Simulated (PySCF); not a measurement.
Fluorine: a sound run and one with changed settings

Sound run: F [He] 2s2 2p5, F⁺ [He] 2s2 2p4. All numbers are calculated (PySCF 2.14, the non-relativistic Hamiltonian (point nucleus), in cc-pVDZ (3s2p1d, 14 functions)). The sound run starts from symmetry-adapted Hartree-Fock orbitals and uses a fine grid where one is needed.

Changed run: radial step 0.5 in ln r (0.13 in the sound run). This setting is unsound on purpose.

```
species  method  sound run (hartree)  changed run (hartree)  converged
      F     UHF            -99.37524              -99.37524        yes
      F   M06-L            -99.71959              -99.71997        yes
      F  M06-2X            -99.69555              -99.68876        yes
     F⁺     UHF            -98.80049              -98.80049        yes
     F⁺   M06-L            -99.08025              -99.07410        yes
     F⁺  M06-2X            -99.06012              -99.03355        yes
```

Ionisation energy of F:

```tsv
method	sound run (eV)	changed run (eV)
UHF	15.640	15.640
M06-L	17.397	17.575
M06-2X	17.291	17.829
```

A coarse radial grid mis-integrates the density and the exchange-correlation energy, with errors of either sign; Hartree-Fock needs no grid.

For comparison, NIST gives 17.423 eV between the lowest levels.
